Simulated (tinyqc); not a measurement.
Worked calculation: Hueckel theory of the pi electrons, for the molecule C=C[CH2+] (SMILES; centres numbered as the heavy atoms are written). One step of it, computed by the program tinyqc.

Problem. Orbitals. Diagonalise; E = alpha + x beta with beta < 0, so the largest x are filled first; degenerate levels share their electrons. P = sum n_i c_ri c_si; each orbital has its largest coefficient positive (the first on a tie).

Hueckel matrix in units of beta (H = alpha + beta A):
```
          1C        2C        3C
1C  0.000000  1.000000  0.000000
2C  1.000000  0.000000  1.000000
3C  0.000000  1.000000  0.000000
```

pi electrons, sum of z_r less the charge = 2

Give: x values; occupations; coefficients; charge and bond-order matrix P.

Solution.

x values: 1.4142  0.0000  -1.4142

occupations: 2.0000  0.0000  0.0000

coefficients:
```
       MO1      MO2      MO3
1C  0.5000   0.7071  -0.5000
2C  0.7071   0.0000   0.7071
3C  0.5000  -0.7071  -0.5000
```

charge and bond-order matrix P:
```
        1C      2C      3C
1C  0.5000  0.7071  0.5000
2C  0.7071  1.0000  0.7071
3C  0.5000  0.7071  0.5000
```
